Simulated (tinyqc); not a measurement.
Inside a calculation. Method: RHF in the sto-3g basis, for H2O, spin multiplicity 1. One step of it, computed by the program tinyqc.

Question. Iteration 30 (converged): orbitals. Diagonalise F' = X^T F X, C = X C', fill 5 alpha and 5 beta electrons from the bottom; D = 2 C_occ C_occ^T. Each column has its largest component positive (the first on a tie).

converged F (hartree), lower triangle:
```
             1O 1s      1O 2s     1O 2px     1O 2py     1O 2pz      2H 1s      3H 1s
1O 1s   -20.250297
1O 2s    -5.162237  -2.393802
1O 2px    0.000000   0.000000  -0.381003
1O 2py    0.000000   0.000000   0.000000  -0.205772
1O 2pz   -0.024038  -0.053148   0.000000   0.000000  -0.248662
2H 1s    -0.746084  -0.724067   0.000000  -0.356062  -0.283483  -0.364596
3H 1s    -0.746084  -0.724067   0.000000   0.356062  -0.283483  -0.183170  -0.364596
```

X, lower triangle:
```
            1O 1s      1O 2s    1O 2px     1O 2py     1O 2pz      2H 1s     3H 1s
1O 1s    1.023436
1O 2s   -0.134857   1.134264
1O 2px   0.000000   0.000000  1.000000
1O 2py   0.000000   0.000000  0.000000   1.067927
1O 2pz  -0.005879   0.054506  0.000000   0.000000   1.026446
2H 1s    0.017990  -0.201116  0.000000  -0.165336  -0.097957   1.105792
3H 1s    0.017990  -0.201116  0.000000   0.165336  -0.097957  -0.045181  1.105792
```

Give: F' = X^T F X; orbital energies; coefficients C; D after iteration 30.

Answer.

F' = X^T F X (hartree), lower triangle:
```
          1        2        3        4        5        6        7
1  -19.8771
2   -2.6813  -1.3279
3    0.0000   0.0000  -0.3810
4    0.0000   0.0000   0.0000   0.0069
5   -0.0487   0.0895   0.0000   0.0000  -0.1549
6   -0.0704  -0.3709   0.0000  -0.3863  -0.2672  -0.0295
7   -0.0704  -0.3709   0.0000   0.3863  -0.2672  -0.0489  -0.0295
```

orbital energies (hartree): MO1 -20.2585, MO2 -1.1851, MO3 -0.5331, MO4 -0.4088, MO5 -0.3810, MO6 0.4141, MO7 0.5595

coefficients C:
```
            MO1      MO2      MO3      MO4     MO5      MO6      MO7
1O 1s    0.9945  -0.2420   0.0000   0.0854  0.0000  -0.1066   0.0000
1O 2s    0.0235   0.9048   0.0000  -0.4362  0.0000   0.6157   0.0000
1O 2px   0.0000   0.0000   0.0000   0.0000  1.0000   0.0000   0.0000
1O 2py   0.0000   0.0000   0.5951   0.0000  0.0000   0.0000   0.9171
1O 2pz   0.0026   0.0673   0.0000   0.7637  0.0000   0.6986   0.0000
2H 1s   -0.0042   0.1380   0.4546   0.3388  0.0000  -0.6921  -0.6950
3H 1s   -0.0042   0.1380  -0.4546   0.3388  0.0000  -0.6921   0.6950
```

D after iteration 30, lower triangle:
```
          1O 1s    1O 2s  1O 2px   1O 2py  1O 2pz    2H 1s   3H 1s
1O 1s    2.1098
1O 2s   -0.4657   2.0189
1O 2px   0.0000   0.0000  2.0000
1O 2py   0.0000   0.0000  0.0000   0.7082
1O 2pz   0.1032  -0.5444  0.0000   0.0000  1.1754
2H 1s   -0.0172  -0.0461  0.0000   0.5410  0.5360   0.6810
3H 1s   -0.0172  -0.0461  0.0000  -0.5410  0.5360  -0.1456  0.6810
```
